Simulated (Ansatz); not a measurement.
in.yaml

```yaml
crystal:
  periodic: [false, false, false]
  atoms:
    - {symbol: Al, position_ang: [0.084376, 0.005225, 1.730898]}
    - {symbol: C, position_ang: [-0.080498, 0.013599, -0.282809]}
    - {symbol: N, position_ang: [-0.003878, -0.018825, -1.448089]}
basis:
  gaussian: {orbitals: cc-pVDZ}
magnetization: {spin_polarized: false}
correlation: {method: ccsd_t, electrons: outside_noble_gas}
output: {forces: true}
```

```sh
$ ansatz run in.yaml --threads 1 --pin off --events-out ev --progress --plain --max-ram 2393MiB
```

(1) Roughly how long does this take on 1 thread of Intel Xeon, shared host, and how much host memory?

```
453 factors; integrals over basis functions are off by at most 8.9e-4 eV
mean field evaluation 1: about -9092.7592 eV, gradient 2.5e1 eV
mean field evaluation 2: about -9092.7633 eV, gradient 2.5e1 eV
mean field evaluation 4: about -9094.7605 eV, gradient 3.0e0 eV
mean field evaluation 8: about -9094.8053 eV, gradient 2.3e-4 eV
mean field evaluation 16: about -9094.8005 eV, gradient 1.8e-1 eV
mean field evaluation 32: about -9086.5071 eV, gradient 5.3e0 eV
mean field -9094.80528464 eV, -334.2279295301 hartree, gradient 1.8e-6 eV, S^2 0.000000; 2 other end points of the search recorded, 0 dependent functions left out; unrestricted orbitals would lower it
mean field evaluation 64: about -9094.7937 eV, gradient 2.1e-1 eV
7 core orbitals not correlated: weight in the atoms' cores, before any rotation towards them, 1.000 or more for the frozen orbitals, at most 0.000 for the correlated occupied ones
reference -9094.80528464 eV, -334.2279295301 hartree; 6, 6 occupied and 33, 33 virtual orbitals, 453 factors
second order -8.67225836 eV of doubles, -0.00000000 eV of singles
cycle   1  -8.64030073 eV  change    3.2e-2 eV  update   1.0e-1
cycle   2  -9.05866116 eV  change   -4.2e-1 eV  update   3.7e-2
cycle   3  -9.14623738 eV  change   -8.8e-2 eV  update   1.8e-2
cycle   4  -9.14759883 eV  change   -1.4e-3 eV  update   4.5e-3
cycle   5  -9.15134371 eV  change   -3.7e-3 eV  update   1.7e-3
cycle   6  -9.15156679 eV  change   -2.2e-4 eV  update   4.3e-4
cycle   7  -9.15154232 eV  change    2.4e-5 eV  update   1.3e-4
cycle   8  -9.15159773 eV  change   -5.5e-5 eV  update   4.6e-5
cycle   9  -9.15161661 eV  change   -1.9e-5 eV  update   1.5e-5
cycle  10  -9.15161578 eV  change    8.3e-7 eV  update   4.8e-6
perturbative correction -0.39393302 eV, -0.0144767713 hartree
the calculation of the forces begins
Total energy: -9104.35083344 eV, -334.5787219782 hartree
Atom 0 at     0.084376     0.005225     1.730898 Å, force    -0.006106     0.005853     0.333611 eV/Å
Atom 1 at    -0.080498     0.013599    -0.282809 Å, force    -0.072405     0.039299     1.738759 eV/Å
Atom 2 at    -0.003878    -0.018825    -1.448089 Å, force     0.078512    -0.045152    -2.072371 eV/Å
Dipole moment:     0.000948     0.008432     0.636057 e Å
```

Forces (eV/Å):
```
Al  -0.006  0.006  0.334
C   -0.072  0.039  1.739
N    0.079 -0.045 -2.072
```

Results:

(1) 9.6 s wall and 0.11 GiB.
